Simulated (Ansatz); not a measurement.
in.yaml

```yaml
crystal:
  periodic: [false, false, false]
  atoms:
    - {symbol: Cl, position_ang: [0.000000, -1.304400, 2.943319]}
    - {symbol: Ga, position_ang: [0.000000, 0.801025, -0.382231]}
    - {symbol: Cl, position_ang: [0.000000, -0.337623, -2.180743]}
    - {symbol: H, position_ang: [0.000000, 2.346191, -0.382231]}
basis:
  gaussian: {orbitals: cc-pVDZ}
magnetization: {spin_polarized: false}
correlation: {method: mp2, electrons: outside_noble_gas}
```

```sh
$ ansatz run in.yaml --threads 1 --pin off --events-out ev --progress --plain --max-ram 2393MiB
```

Output:

```
757 factors; integrals over basis functions are off by at most 1.0e-3 eV
mean field evaluation 1: about -77352.5204 eV, gradient 2.5e1 eV
mean field evaluation 2: about -77352.5254 eV, gradient 2.5e1 eV
mean field evaluation 4: about -77355.3272 eV, gradient 2.0e0 eV
mean field evaluation 8: about -77355.3702 eV, gradient 8.5e-2 eV
mean field -77355.37032421 eV, -2842.7574260615 hartree, gradient 1.6e-6 eV, S^2 0.000000; 0 other end points of the search recorded, 0 dependent functions left out; unrestricted orbitals would lower it
mean field evaluation 16: about -77356.3650 eV, gradient 2.9e0 eV
unrestricted determinant -77356.52957276 eV, -2842.8000276598 hartree, S^2 0.9444
24 core orbitals not correlated: weight in the atoms' cores, before any rotation towards them, 0.992 or more for the frozen orbitals, at most 0.012 for the correlated occupied ones
reference -77355.37032421 eV, -2842.7574260615 hartree; 9, 9 occupied and 35, 35 virtual orbitals, 757 factors
second order -9.05759394 eV of doubles, -0.00000000 eV of singles
Total energy: -77364.42791815 eV, -2843.0902864995 hartree
```

Ran on 1 thread of Intel Xeon, shared host: 7 s wall, 0.26 GiB peak host memory.
